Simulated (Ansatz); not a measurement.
Results of PBE-D3(BJ) in Ansatz (plane waves, PAW) for rock-salt RbBr.

Settings: plane-wave cutoff 520 eV, 8×8×8 k mesh, Fermi–Dirac smearing 0.01 eV, scalar-relativistic PAW data made under PBE.

Equation-of-state points:

```
V (Å³/atom)  E − E_lowest (meV/atom)  P (GPa)
-----------  -----------------------  -------
38.362                          7.19    1.001
39.178                          3.06    0.626
39.994                          0.73    0.294
40.810                          0.00    0.000
41.626                          0.68   -0.262
42.443                          2.62   -0.494
43.259                          5.67   -0.700
```

Question: Estimate the bulk modulus from the pressures at 39.994 and 41.626 Å³/atom, and compare it with a fit to all energies.

Answer: B = −V dP/dV. Between V = 39.994 and 41.626 Å³/atom, dP/dV = (-0.262 − (0.294))/(41.626 − 39.994) = -0.341 GPa per Å³/atom; at the midpoint 40.810 Å³/atom this gives B ≈ 13.9 GPa. The third-order Birch–Murnaghan fit gives V0 = 40.810 Å³/atom, B0 = 13.9 GPa, B′ = 5.0, which lies within 1 % of that estimate.

Measured, for comparison: bulk modulus 16 GPa (4 K, zero-point motion not removed; as tabulated in Doll and Stoll (1998), arXiv:cond-mat/9801031); equilibrium volume per atom 39.69 Å³/atom (low temperature, zero-point motion not removed; as tabulated in Doll and Stoll (1998), arXiv:cond-mat/9801031). Computed (rounded) less measured: bulk modulus -13 %, equilibrium volume per atom +2.8 %.

Static lattice: no zero-point or thermal effects.

Ansatz is an electronic-structure program.
